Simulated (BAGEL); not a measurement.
**A workflow on C2F4 (tetrafluoroethylene)**

Wanted: a single-point energy (HF/cc-pVDZ), then the energy (NEVPT2(2,2)/cc-pVDZ), then a single-point energy (CASPT2(2,2)/cc-pVDZ) of C2F4 (tetrafluoroethylene). 

Program for the calculation: BAGEL 1.2.2.

1 further run of the same task is left out (set aside as unsound or not needed).

## Step 1: The structure to begin with

The species is C2F4 (6 atoms), meant as a singlet with charge 0. SMILES: `FC(F)=C(F)F`. The C4–F5 distance was set to 1.769 Å, away from the relaxed value.

Bond lengths: F1–C2 1.310 Å, C2–F3 1.310 Å, C2–C4 1.320 Å, C4–F6 1.310 Å. Angles: F1–C2–F3 113.3°, F1–C2–C4 123.4°, F3–C2–C4 123.4°, C2–C4–F6 123.4°. A long bond or contact: C4–F5 1.769 Å.

## Step 2: A single-point energy at HF/cc-pVDZ (density fitting with svp-jkfit) (run 1)

input.json

```json
{ "bagel" : [

{
  "title" : "molecule",
  "basis" : "cc-pvdz.json",
  "df_basis" : "svp-jkfit",
  "geometry" : [
    { "atom" : "F", "xyz" : [     1.85235490,    -2.72629276,    -0.80447342 ] },
    { "atom" : "C", "xyz" : [     0.02555666,    -1.79220114,     0.58201864 ] },
    { "atom" : "F", "xyz" : [    -0.99489545,    -3.45591602,     2.10627173 ] },
    { "atom" : "C", "xyz" : [    -0.71313729,     0.58696405,     0.45578493 ] },
    { "atom" : "F", "xyz" : [     0.66423873,     2.83326638,    -1.60173186 ] },
    { "atom" : "F", "xyz" : [    -2.54012450,     1.52105568,     1.84227699 ] }
  ]
},

{
  "title" : "hf"
},

{
  "title" : "print",
  "file" : "orbitals.molden",
  "orbitals" : true
}

]}
```

The basis set cc-pVDZ is read from a file made from the Basis Set Exchange's data (not shown).

Started as:

```sh
$ BAGEL_NUM_THREADS=1 BAGEL input.json > input.out
```

The log of the run:

```text
* using 1 threads per process

  ===============================================================
  ===============================================================

  *** Geometry ***

  { "atom" : "F", "xyz" : [      1.852355,     -2.726293,     -0.804473 ] },
  { "atom" : "C", "xyz" : [      0.025557,     -1.792201,      0.582019 ] },
  { "atom" : "F", "xyz" : [     -0.994895,     -3.455916,      2.106272 ] },
  { "atom" : "C", "xyz" : [     -0.713137,      0.586964,      0.455785 ] },
  { "atom" : "F", "xyz" : [      0.664239,      2.833266,     -1.601732 ] },
  { "atom" : "F", "xyz" : [     -2.540125,      1.521056,      1.842277 ] },

  Number of auxiliary basis functions:      458

  Since a DF basis is specified, we compute 2- and 3-index integrals:
    o Being stored without compression. Storage requirement is 0.026 GB

  Number of basis functions:       84
  Number of electrons      :       48

    * METHOD: MOLECULE                             0.27

  *** RHF ***

  === Nuclear Repulsion ===
   232.2825762419

      * DIIS with orbital gradients will be used.

  === RHF iteration (cc-pvdz.json) ===
      0       -472.99872792          0.02070642           0.08
      1       -473.12890723          0.01839906           0.07
      2       -473.34045313          0.00167409           0.07
      3       -473.34308980          0.00088170           0.07
      4       -473.34387076          0.00019714           0.07
      5       -473.34395555          0.00006192           0.07
      6       -473.34396364          0.00002711           0.07
      7       -473.34396455          0.00000653           0.07
      8       -473.34396461          0.00000307           0.07
      9       -473.34396462          0.00000147           0.07
     10       -473.34396463          0.00000046           0.07
     11       -473.34396463          0.00000019           0.07
     12       -473.34396463          0.00000009           0.07
     13       -473.34396463          0.00000003           0.07
     14       -473.34396463          0.00000001           0.07
     15       -473.34396463          0.00000001           0.07
    * SCF iteration converged.

    * Permanent dipole moment:
           (    0.229994,     0.651047,    -0.438278) a.u.

    * METHOD: HF                                   1.30

    * METHOD: PRINT                                0.04

  ===============================================================
```

It took 2.2 s on 1 thread of AMD EPYC 7R43 (Zen 3), shared host; peak memory 0.14 GiB.

## Step 3: The energy at NEVPT2(2,2)/cc-pVDZ (density fitting with svp-jkfit) (run 2)

calc.json

```json
{ "bagel": [

{
  "title": "molecule",
  "basis": "cc-pvdz.json",
  "df_basis": "svp-jkfit",
  "angstrom": "false",
  "geometry": [
    { "atom": "F", "xyz": [  1.85235490, -2.72629276, -0.80447342 ] },
    { "atom": "C", "xyz": [  0.02555666, -1.79220114,  0.58201864 ] },
    { "atom": "F", "xyz": [ -0.99489545, -3.45591602,  2.10627173 ] },
    { "atom": "C", "xyz": [ -0.71313729,  0.58696405,  0.45578493 ] },
    { "atom": "F", "xyz": [  0.66423873,  2.83326638, -1.60173186 ] },
    { "atom": "F", "xyz": [ -2.54012450,  1.52105568,  1.84227699 ] }
  ]
},
{
  "title": "hf"
},
{
  "title": "nevpt2",
  "nstate": 1,
  "nact": 2,
  "nclosed": 23,
  "active": [23, 25],
  "maxiter": 200,
  "natocc": "true",
  "ncore": 6
},
{
  "title": "print",
  "file": "orbitals.molden",
  "orbitals": "true"
}

]}
```

The basis set cc-pVDZ is read from a file made from the Basis Set Exchange's data (not shown).

Started as:

```sh
$ BAGEL_NUM_THREADS=1 BAGEL calc.json > calc.out
```

The log of the run:

```text
* using 1 threads per process

  ===============================================================
  ===============================================================

  *** Geometry ***

  { "atom" : "F", "xyz" : [      1.852355,     -2.726293,     -0.804473 ] },
  { "atom" : "C", "xyz" : [      0.025557,     -1.792201,      0.582019 ] },
  { "atom" : "F", "xyz" : [     -0.994895,     -3.455916,      2.106272 ] },
  { "atom" : "C", "xyz" : [     -0.713137,      0.586964,      0.455785 ] },
  { "atom" : "F", "xyz" : [      0.664239,      2.833266,     -1.601732 ] },
  { "atom" : "F", "xyz" : [     -2.540125,      1.521056,      1.842277 ] },

  Number of auxiliary basis functions:      458

  Since a DF basis is specified, we compute 2- and 3-index integrals:
    o Being stored without compression. Storage requirement is 0.026 GB

  Number of basis functions:       84
  Number of electrons      :       48

    * METHOD: MOLECULE                             0.31

  *** RHF ***

  === Nuclear Repulsion ===
   232.2825762419

      * DIIS with orbital gradients will be used.

  === RHF iteration (cc-pvdz.json) ===
      0       -472.99872792          0.02070642           0.08
      1       -473.12890723          0.01839906           0.07
      2       -473.34045313          0.00167409           0.07
      3       -473.34308980          0.00088170           0.07
      4       -473.34387076          0.00019714           0.07
      5       -473.34395555          0.00006192           0.07
      6       -473.34396364          0.00002711           0.07
      7       -473.34396455          0.00000653           0.07
      8       -473.34396461          0.00000307           0.07
      9       -473.34396462          0.00000147           0.07
     10       -473.34396463          0.00000046           0.07
     11       -473.34396463          0.00000019           0.07
     12       -473.34396463          0.00000009           0.07
     13       -473.34396463          0.00000003           0.07
     14       -473.34396463          0.00000001           0.07
     15       -473.34396463          0.00000001           0.07
    * SCF iteration converged.

    * Permanent dipole moment:
           (    0.229994,     0.651047,    -0.438278) a.u.

    * METHOD: HF                                   1.32

    * freezing 6 orbitals
  ---------------------------
      CASSCF calculation
  ---------------------------

    ==== Active orbitals : =====
         Orbital 23
         Orbital 25
    ============================

    * nstate   :      1
    * nclosed  :     23
    * nact     :      2
    * nvirt    :     59
  === CASSCF iteration (cc-pvdz.json) ===

    * Using the second-order algorithm

      0  0      -473.36566511     3.66e-03      0.02

      1  0      -473.38996207     2.15e-03      0.43

      2  0      -473.39517359     1.15e-03      0.49

      3  0      -473.39560793     6.08e-04      0.48

      4  0      -473.39567143     2.66e-04      0.51

      5  0      -473.39568238     1.12e-04      0.51

      6  0      -473.39568427     4.64e-05      0.52

      7  0      -473.39568459     1.92e-05      0.57

      8  0      -473.39568465     7.92e-06      0.54

      9  0      -473.39568466     3.27e-06      0.55

     10  0      -473.39568466     1.35e-06      0.55

     11  0      -473.39568466     5.57e-07      0.52

     12  0      -473.39568466     2.30e-07      0.44

     13  0      -473.39568466     9.49e-08      0.45

     14  0      -473.39568466     3.92e-08      0.39

     15  0      -473.39568466     1.62e-08      0.40

     16  0      -473.39568466     6.67e-09      0.34

    * Second-order optimization converged. *

     guess   0:   closed 1.                   open ..

  === FCI iteration ===

      0  0      -473.33936047     1.17e-01      0.00
      1  0      -473.39324170     2.03e-02      0.00
      2  0 *    -473.39568466     1.13e-15      0.00

     * ci vector, state   0, <S^2> = 0.0000
       2.     0.9719235654
       .2    -0.2352967977

  === DF-NEVPT2 calculation ===

    * 3-index integral transformation done
    * assembly done

      NEVPT2 correlation energy:   -0.9563727897      0.29

          (+0)     -0.8281850821
          (+0)'    -0.0459762060
          (+1)     -0.0258997283
          (+1)'    -0.0000000000
          (+2)     -0.0012587357
          (-1)     -0.0516626077
          (-1)'     0.0000000000
          (-2)     -0.0033904299

      NEVPT2 total energy:       -474.3520574471

    * METHOD: NEVPT2                               8.37

    * METHOD: PRINT                                0.04

  ===============================================================
```

Run time: 11 s. Hardware: 1 thread of AMD EPYC 7R43 (Zen 3), shared host; peak memory 0.14 GiB.

## Step 4: The energy at CASPT2(2,2)/cc-pVDZ (density fitting with svp-jkfit) (run 3)

calc.json

```json
{ "bagel" : [

{
  "title" : "molecule",
  "basis" : "cc-pvdz.json",
  "df_basis" : "svp-jkfit",
  "angstrom" : false,
  "geometry" : [
    { "atom" : "F", "xyz" : [  1.85235490, -2.72629276, -0.80447342 ] },
    { "atom" : "C", "xyz" : [  0.02555666, -1.79220114,  0.58201864 ] },
    { "atom" : "F", "xyz" : [ -0.99489545, -3.45591602,  2.10627173 ] },
    { "atom" : "C", "xyz" : [ -0.71313729,  0.58696405,  0.45578493 ] },
    { "atom" : "F", "xyz" : [  0.66423873,  2.83326638, -1.60173186 ] },
    { "atom" : "F", "xyz" : [ -2.54012450,  1.52105568,  1.84227699 ] }
  ]
},
{
  "title" : "hf"
},
{
  "title" : "casscf",
  "nstate" : 1,
  "nact" : 2,
  "nclosed" : 23,
  "active" : [23, 25],
  "maxiter" : 200,
  "natocc" : true
},
{
  "title" : "print",
  "file" : "orbitals.molden",
  "orbitals" : true
},
{
  "title" : "smith",
  "method" : "caspt2",
  "ms" : true,
  "xms" : true,
  "sssr" : true,
  "shift" : 0.2,
  "shift_imag" : true,
  "ncore" : 6
}

]}
```

The basis set cc-pVDZ is read from a file made from the Basis Set Exchange's data (not shown).

Started as:

```sh
$ BAGEL_NUM_THREADS=1 BAGEL calc.json > calc.out
```

The log of the run:

```text
* using 1 threads per process

  ===============================================================
  ===============================================================

  *** Geometry ***

  { "atom" : "F", "xyz" : [      1.852355,     -2.726293,     -0.804473 ] },
  { "atom" : "C", "xyz" : [      0.025557,     -1.792201,      0.582019 ] },
  { "atom" : "F", "xyz" : [     -0.994895,     -3.455916,      2.106272 ] },
  { "atom" : "C", "xyz" : [     -0.713137,      0.586964,      0.455785 ] },
  { "atom" : "F", "xyz" : [      0.664239,      2.833266,     -1.601732 ] },
  { "atom" : "F", "xyz" : [     -2.540125,      1.521056,      1.842277 ] },

  Number of auxiliary basis functions:      458

  Since a DF basis is specified, we compute 2- and 3-index integrals:
    o Being stored without compression. Storage requirement is 0.026 GB

  Number of basis functions:       84
  Number of electrons      :       48

    * METHOD: MOLECULE                             0.29

  *** RHF ***

  === Nuclear Repulsion ===
   232.2825762419

      * DIIS with orbital gradients will be used.

  === RHF iteration (cc-pvdz.json) ===
      0       -472.99872792          0.02070642           0.08
      1       -473.12890723          0.01839906           0.08
      2       -473.34045313          0.00167409           0.07
      3       -473.34308980          0.00088170           0.07
      4       -473.34387076          0.00019714           0.08
      5       -473.34395555          0.00006192           0.08
      6       -473.34396364          0.00002711           0.08
      7       -473.34396455          0.00000653           0.07
      8       -473.34396461          0.00000307           0.07
      9       -473.34396462          0.00000147           0.08
     10       -473.34396463          0.00000046           0.08
     11       -473.34396463          0.00000019           0.07
     12       -473.34396463          0.00000009           0.07
     13       -473.34396463          0.00000003           0.07
     14       -473.34396463          0.00000001           0.07
     15       -473.34396463          0.00000001           0.08
    * SCF iteration converged.

    * Permanent dipole moment:
           (    0.229994,     0.651047,    -0.438278) a.u.

    * METHOD: HF                                   1.37

  ---------------------------
      CASSCF calculation
  ---------------------------

    ==== Active orbitals : =====
         Orbital 23
         Orbital 25
    ============================

    * nstate   :      1
    * nclosed  :     23
    * nact     :      2
    * nvirt    :     59
  === CASSCF iteration (cc-pvdz.json) ===

    * Using the second-order algorithm

      0  0      -473.36566511     3.66e-03      0.02

      1  0      -473.38996207     2.15e-03      0.46

      2  0      -473.39517359     1.15e-03      0.49

      3  0      -473.39560793     6.08e-04      0.48

      4  0      -473.39567143     2.66e-04      0.51

      5  0      -473.39568238     1.12e-04      0.52

      6  0      -473.39568427     4.64e-05      0.51

      7  0      -473.39568459     1.92e-05      0.52

      8  0      -473.39568465     7.92e-06      0.53

      9  0      -473.39568466     3.27e-06      0.55

     10  0      -473.39568466     1.35e-06      0.57

     11  0      -473.39568466     5.57e-07      0.61

     12  0      -473.39568466     2.30e-07      0.49

     13  0      -473.39568466     9.49e-08      0.44

     14  0      -473.39568466     3.92e-08      0.39

     15  0      -473.39568466     1.62e-08      0.41

     16  0      -473.39568466     6.67e-09      0.37

    * Second-order optimization converged. *

     guess   0:   closed 1.                   open ..

  === FCI iteration ===

      0  0      -473.33936047     1.17e-01      0.00
      1  0      -473.39324170     2.03e-02      0.00
      2  0 *    -473.39568466     1.13e-15      0.00

     * ci vector, state   0, <S^2> = 0.0000
       2.     0.9719235654
       .2    -0.2352967977

    * METHOD: CASSCF                               8.06

    * METHOD: PRINT                                0.04

  === SMITH program ===

    * freezing 6 orbitals

    * Approximate memory requirement for SMITH calulation per MPI process:
      o Storage requirement for T-amplitude, lambda, and residual is 0.04 GB
      o Storage requirement for MO integrals is 0.01 GB
    * Calculating and saving rdm4f

    * Zeroth order energy : state  0       -1.1708502630

    * CASPT2 iteration is performed using orthogonal basis

      -------------------------------------------  CASPT2 iteration  ---------------------------------------------------
       #      aibj      arbs      arbi      airj      risj      airs      arst      rist         Etot      error   time
      ------------------------------------------------------------------------------------------------------------------

       0  -0.82743  -0.00391  -0.05204  -0.02783  -0.00177  -0.04297  -0.00000  -0.00000   -0.9559382  0.0015774   0.23
       1  -0.82762  -0.00393  -0.05220  -0.02812  -0.00185  -0.04354  -0.00000  -0.00000   -0.9572634  0.0002169   0.18
       2  -0.82763  -0.00393  -0.05219  -0.02813  -0.00186  -0.04356  -0.00000  -0.00000   -0.9572975  0.0000392   0.20
       3  -0.82763  -0.00393  -0.05219  -0.02813  -0.00186  -0.04356   0.00000  -0.00000   -0.9572984  0.0000076   0.21
       4  -0.82763  -0.00393  -0.05219  -0.02813  -0.00186  -0.04356  -0.00000  -0.00000   -0.9572984  0.0000014   0.29
       5  -0.82763  -0.00393  -0.05219  -0.02813  -0.00186  -0.04356   0.00000   0.00000   -0.9572984  0.0000002   0.31

      ------------------------------------------------------------------------------------------------------------------

    * CASPT2 energy : state  0     -474.3557441725
        w/o shift correction       -474.3529831044
        reference weight              0.8154023304

    * METHOD: SMITH                                1.91

  ===============================================================
```

It took 12 s on 1 thread of AMD EPYC 7R43 (Zen 3), shared host; peak memory 0.29 GiB.

## Step 5: Outcome

| quantity | value |
| --- | --- |
| run 1, HF/cc-pVDZ: total energy | -473.34396 Eh |
| run 1, HF/cc-pVDZ: dipole moment | 2.08 D |
| run 1, HF/cc-pVDZ: HOMO energy | -11.96 eV |
| run 1, HF/cc-pVDZ: LUMO energy | 2.15 eV |
| run 1, HF/cc-pVDZ: HOMO–LUMO gap | 14.11 eV |
| run 2, NEVPT2(2,2)/cc-pVDZ: total energy | -474.35206 Eh |
| run 3, CASPT2(2,2)/cc-pVDZ: total energy | -474.35574 Eh |
